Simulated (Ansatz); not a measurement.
For rock-salt LiF, rVV10 (PAW; Ansatz, a first-principles code) gives:

| Quantity | Result |
|---|---|
| equilibrium lattice constant a | 4.031 Å |
| bulk modulus B0 | 73.8 GPa |
| cohesive energy | 4.46 eV/atom |
| band gap | 8.87 eV |

Question: What does r²SCAN+rVV10 in Ansatz (plane waves, PAW) give for the same quantities?

Answer: 
- lattice constant a: 3.974 Å (shrinks by 1.4 %)
- bulk modulus: 80.0 GPa (goes up by 8.4 %)
- cohesive energy: 4.46 eV/atom (is nearly the same)
- band gap: 10.38 eV (rises by 1.51 eV)

For comparison: lattice constant a 3.972 Å (measured, static lattice: zero-point anharmonic expansion removed, our sources range from 3.964 to 3.974; as tabulated in Mejia-Rodriguez and Trickey (2018), arXiv:1807.09216); bulk modulus 76.3 GPa (measured, 0 K value with the zero-point phonon effect removed; as tabulated in Mejia-Rodriguez and Trickey (2018), arXiv:1807.09216); cohesive energy 4.46 eV/atom (measured, static lattice: zero-point vibration energy added; as tabulated in Mejia-Rodriguez and Trickey (2018), arXiv:1807.09216); band gap 15.35 eV (measured, zero-point renormalisation of 1.15 eV added back here (the table's ZPR column); inputs from Chen et al. (2018), doi:10.1103/physrevmaterials.2.073803).

Changes are worked out from the printed values.

Unless a cell is named, each level is at its own relaxed cell (rVV10 8.19, r²SCAN+rVV10 7.84 Å³/atom).

Density-functional gaps are differences of (generalised) Kohn–Sham levels.

Ansatz's density-functional and Hartree–Fock values are scalar-relativistic unless marked +SOC, with PAW data made under PBE.
